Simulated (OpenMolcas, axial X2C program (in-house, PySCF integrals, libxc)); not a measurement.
**One splitting, several methods: ²Π3/2 − ²Π1/2**

Calculated with an axial X2C code built on PySCF integrals: two-component X2C with atomic mean-field Coulomb and Gaunt terms, Dyall basis sets with cores contracted in-house. The CASPT2 rows were computed with OpenMolcas 26.06 (scalar X2C, spin–orbit state interaction with atomic mean-field integrals). Vertical splittings E(Ω = 3/2) − E(Ω = 1/2) of the lowest ²Π state.

Correlated electrons in EOM-CCSD (inner shells frozen, about 90 virtual spinors): CF⁺ 10, NaAl 12, AlF 10, AlH 4.

| molecule | method | R (Å) | splitting (cm⁻¹) |
| --- | --- | --- | --- |
| CF | PBE0 determinants, 2c, av3z/v3z | 1.271 | 82 |
| NaAl⁻ | PBE0 determinants, 2c, av3z/av3z | 3.169 | 54 |
| AlF⁻ | PBE0 determinants, 2c, av3z/av3z | 1.718 | 35 |
| AlH⁻ | PBE0 determinants, 2c, av3z/av3z | 1.702 | 40 |

The other methods give:

```csv
molecule,method,R (Å),splitting (cm⁻¹)
CF,"CAS(9,7), XMS-CASPT2, RASSI (OpenMolcas, ANO-RCC-VTZP)",1.283,85
CF,"EOM-EA-CCSD from CF⁺, 2c, av3z/av3z",1.268,76
NaAl⁻,"EOM-EA-CCSD from NaAl, 2c, av3z/acv3z",3.145,39
AlF⁻,"EOM-EA-CCSD from AlF, 2c, av3z/av3z",1.678,13
AlH⁻,"EOM-EA-CCSD from AlH, 2c, av3z/av3z",1.669,32
```

The distances differ by up to 0.04 Å between runs. Collinear functionals lack a current term; state interaction in a small space lacks spinor relaxation, which matters for heavy atoms, and ANO-RCC sets lack diffuse functions for anions; a negative value is an inverted multiplet.

Q: By what ratio do the methods differ, for splittings above 30 cm⁻¹?

A: CF: CASPT2 over PBE0 1.04; CF: EOM-EA-CCSD over PBE0 0.93; NaAl⁻: EOM-EA-CCSD over PBE0 0.72; AlF⁻: EOM-EA-CCSD over PBE0 0.37; AlH⁻: EOM-EA-CCSD over PBE0 0.80.
